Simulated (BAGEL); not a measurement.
# UHF/6-31G(d) (density fitting with qzvpp-jkfit, spherical functions) run of BH2Cl− (SMILES [BH2-]Cl)

What is the vertical doublet–quartet gap of BH2Cl− at UHF/6-31G* (density fitting with qzvpp-jkfit, spherical functions)? 

Program for the calculation: BAGEL 1.2.2.

6 further runs of the same task are left out: 3 that didn't finish, 3 set aside as unsound or not needed.

**1. The system as given**

BH2Cl− has 4 atoms, charge -1, and is taken as a doublet. As SMILES, `[BH2-]Cl`. Geometry: relaxed at GFN2-xTB.

Bond lengths: B1–Cl2 1.923 Å, B1–H3 1.212 Å, B1–H4 1.212 Å. Angles: Cl2–B1–H3 107.8°, Cl2–B1–H4 107.8°, H3–B1–H4 115.8°.

**2. The energy at UHF/6-31G(d) (density fitting with qzvpp-jkfit, spherical functions)**

File hf.json:

```json
{ "bagel": [

{
  "title": "molecule",
  "basis": "6-31gs.json",
  "df_basis": "qzvpp-jkfit",
  "angstrom": "true",
  "geometry": [
    { "atom": "B", "xyz": [   -0.072740,   -0.194320,   -0.337270 ] },
    { "atom": "Cl", "xyz": [    1.390160,    0.062360,    0.884750 ] },
    { "atom": "H", "xyz": [   -0.963970,   -0.752550,    0.264630 ] },
    { "atom": "H", "xyz": [   -0.353460,    0.884500,   -0.812110 ] }
  ]
},
{
  "title": "uhf",
  "charge": -1,
  "nopen": 1
},
{
  "title": "print",
  "file": "orbitals.molden",
  "orbitals": "true"
}

]}
```

The basis set 6-31G* is read from a file made from the Basis Set Exchange's data (not shown).

The run is started by

```
$ BAGEL_NUM_THREADS=1 BAGEL hf.json > hf.out
```

The program printed:

```text
* using 1 threads per process

  ===============================================================
  ===============================================================

  *** Geometry ***

  { "atom" : "B", "xyz" : [     -0.137459,     -0.367212,     -0.637348 ] },
  { "atom" : "Cl", "xyz" : [      2.627022,      0.117843,      1.671935 ] },
  { "atom" : "H", "xyz" : [     -1.821639,     -1.422113,      0.500078 ] },
  { "atom" : "H", "xyz" : [     -0.667943,      1.671463,     -1.534665 ] },

  Number of auxiliary basis functions:      239

  Since a DF basis is specified, we compute 2- and 3-index integrals:
    o Being stored without compression. Storage requirement is 0.002 GB

  Number of basis functions:       36
  Number of electrons      :       24

    * METHOD: MOLECULE                             0.04

  *** Open-shell HF ***

  === Nuclear Repulsion ===
    35.0185066225

      * DIIS with orbital gradients will be used.

  === UHF iteration (6-31gs.json) ===
      0       -485.26199177          0.02758100           0.01
      1       -485.30935984          0.00918928           0.01
      2       -485.31437752          0.00318420           0.01
      3       -485.31515182          0.00133519           0.01
      4       -485.31539740          0.00027667           0.01
      5       -485.31543448          0.00007283           0.01
      6       -485.31544069          0.00002755           0.01
      7       -485.31544218          0.00001390           0.01
      8       -485.31544267          0.00000374           0.01
      9       -485.31544270          0.00000153           0.01
     10       -485.31544270          0.00000048           0.01
     11       -485.31544270          0.00000014           0.01
     12       -485.31544270          0.00000004           0.01
     13       -485.31544270          0.00000002           0.01
     14       -485.31544270          0.00000001           0.01
    * SCF iteration converged.

    * S^2 (UHF) is 0.7555

    * Permanent dipole moment:
           (   -0.726782,    -0.139718,    -0.625325) a.u.

    * METHOD: UHF                                  0.18

    * METHOD: PRINT                                0.00

  ===============================================================
```

It took 0.34 s on 1 thread of Arm Neoverse V2, shared host.

**3. The quartet, same level**

File input.json:

```json
{ "bagel" : [

{
  "title" : "molecule",
  "basis" : "6-31gs.json",
  "df_basis" : "qzvpp-jkfit",
  "angstrom" : true,
  "geometry" : [
    { "atom" : "B", "xyz" : [   -0.072740,   -0.194320,   -0.337270 ] },
    { "atom" : "Cl", "xyz" : [    1.390160,    0.062360,    0.884750 ] },
    { "atom" : "H", "xyz" : [   -0.963970,   -0.752550,    0.264630 ] },
    { "atom" : "H", "xyz" : [   -0.353460,    0.884500,   -0.812110 ] }
  ]
},
{ "title" : "uhf", "charge" : -1, "nopen" : 3 },
{ "title" : "print", "file" : "orbitals.molden", "orbitals" : true }

]}
```

The basis set 6-31G* is read from a file made from the Basis Set Exchange's data (not shown).

The run is started by

```
$ BAGEL_NUM_THREADS=1 BAGEL input.json > input.out
```

The program printed:

```text
* using 1 threads per process

  ===============================================================
  ===============================================================

  *** Geometry ***

  { "atom" : "B", "xyz" : [     -0.137459,     -0.367212,     -0.637348 ] },
  { "atom" : "Cl", "xyz" : [      2.627022,      0.117843,      1.671935 ] },
  { "atom" : "H", "xyz" : [     -1.821639,     -1.422113,      0.500078 ] },
  { "atom" : "H", "xyz" : [     -0.667943,      1.671463,     -1.534665 ] },

  Number of auxiliary basis functions:      239

  Since a DF basis is specified, we compute 2- and 3-index integrals:
    o Being stored without compression. Storage requirement is 0.002 GB

  Number of basis functions:       36
  Number of electrons      :       24

    * METHOD: MOLECULE                             0.04

  *** Open-shell HF ***

  === Nuclear Repulsion ===
    35.0185066225

      * DIIS with orbital gradients will be used.

  === UHF iteration (6-31gs.json) ===
      0       -484.92495860          0.03009838           0.01
      1       -484.98358079          0.01088513           0.01
      2       -484.99170743          0.00446810           0.01
      3       -484.99355672          0.00224613           0.01
      4       -484.99505278          0.00157300           0.01
      5       -484.99585022          0.00156304           0.01
      6       -484.99631832          0.00157086           0.01
      7       -484.99476786          0.00151578           0.01
      8       -484.98829833          0.00262383           0.01
      9       -484.99095166          0.00207736           0.01
     10       -485.00114951          0.00245167           0.01
     11       -484.99848267          0.00195578           0.01
     12       -484.99346832          0.00162240           0.01
     13       -484.99354591          0.00169589           0.01
     14       -484.98682653          0.00206805           0.01
     15       -485.00148338          0.00272852           0.01
     16       -485.00128036          0.00257754           0.01
     17       -485.00073715          0.00230215           0.01
     18       -484.99741890          0.00191391           0.01
     19       -484.99767501          0.00173804           0.01
     20       -484.99981693          0.00163854           0.01
     21       -485.00398423          0.00126715           0.01
     22       -485.00412320          0.00094487           0.01
     23       -485.00421099          0.00039674           0.01
     24       -485.00427364          0.00020991           0.01
     25       -485.00427901          0.00015649           0.01
     26       -485.00428671          0.00000665           0.01
     27       -485.00428679          0.00000243           0.01
     28       -485.00428680          0.00000115           0.01
     29       -485.00428680          0.00000054           0.01
     30       -485.00428680          0.00000041           0.01
     31       -485.00428680          0.00000036           0.01
     32       -485.00428680          0.00000030           0.01
     33       -485.00428680          0.00000018           0.01
     34       -485.00428680          0.00000015           0.01
     35       -485.00428680          0.00000012           0.01
     36       -485.00428680          0.00000011           0.01
     37       -485.00428680          0.00000009           0.01
     38       -485.00428680          0.00000007           0.01
     39       -485.00428680          0.00000003           0.01
     40       -485.00428680          0.00000001           0.01
     41       -485.00428680          0.00000001           0.01
    * SCF iteration converged.

    * S^2 (UHF) is 3.7666

    * Permanent dipole moment:
           (   -1.743237,    -0.339399,    -1.507315) a.u.

    * METHOD: UHF                                  0.43

    * METHOD: PRINT                                0.00

  ===============================================================
```

Wall time 0.6 s (1 thread of Arm Neoverse V2, shared host).

**4. What came out**

At UHF/6-31G* (density fitting with qzvpp-jkfit, spherical functions):

| quantity | value |
| --- | --- |
| doublet: total energy | -485.31544 Eh |
| doublet: ⟨S²⟩ | 0.755 |
| quartet: total energy | -485.00429 Eh |
| quartet: ⟨S²⟩ | 3.767 |
| vertical energy of the quartet above the doublet | 8.467 eV |

**Reading.** At this shape the quartet lies 8.47 eV (195 kcal/mol) above the doublet. For an anion a state so high probably lies above electron detachment.
